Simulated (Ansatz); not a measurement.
# Down a group: bond dissociation energies of H$_{2}$N–CH$_{2}$, H₂Si–NH₂, H2Ge–NH2

Ansatz 0.2.0, basis cc-pVDZ; geometries are PBE0/def2-TZVP minima. Wave-function levels freeze the cores with the filled d shells of p-block atoms; HF, MP2 and coupled cluster are restricted for singlets and unrestricted otherwise, atoms included, restricted open-shell where a d shell is frozen. The reference is CCSDT(Q) (coupled cluster only where its series has nearly closed). An error is the level's value less the reference. None of these values is a measured one. Energies are electronic, without zero-point terms. No spin–orbit coupling and no scalar relativity. The set is small: it underbinds, by tens of kJ/mol for each bond, so near ties and functionals' places can change in larger sets. The species are chosen: bound, without strong static correlation by their natural occupations or amplitudes, in their lowest spin state as far as vertical gaps and like structures tell, and with a ladder that closes on the reference, so errors are smaller than for species at large; levels whose determinant breaks symmetry or spin markedly are left out.

```tsv
species	bonds (Å)	quantity	symmetry of the states	reference	value (kJ/mol)	error CCSD	error CCSD(T)	error CCSDT
H2N–CH2, doublet	C–N 1.386, N–H 1.008, C–H 1.082, angles at C 117/119°, angles at N 111/115°	N–H bond energy, to HN–CH2 (singlet) + H	A' / A'	CCSDT(Q)	154.8	7.2	0.5	0.8
H2Ge–NH2, doublet	N–Ge 1.842, Ge–H 1.551, N–H 1.010, angles at N 109/116°, angles at Ge 106/110°	N–H bond energy, to H2Ge–NH (singlet) + H	A' / A'	CCSDT(Q)	304.9	13.7	2.0	2.2
```

One member is withheld: H2Si–NH2, doublet (N–Si 1.725, Si–H 1.493, N–H 1.008, angles at N 111/120°, angles at Si 107/110°), where CCSD gives 291.1 kJ/mol for the N–H bond energy, to H2Si–NH (singlet) + H. Estimate from the other members what CCSDT(Q) gives.

The errors of CCSD for the others average 10.4 kJ/mol; taking that off gives 280.7, which misses by 0.7, against 11.1 without the correction. The computed value at CCSDT(Q) is 280.0 kJ/mol. Errors against it: CCSD 11.1, CCSD(T) 1.6, CCSDT 1.5.

The reference rises from C to Ge, by 150.1 kJ/mol in all.
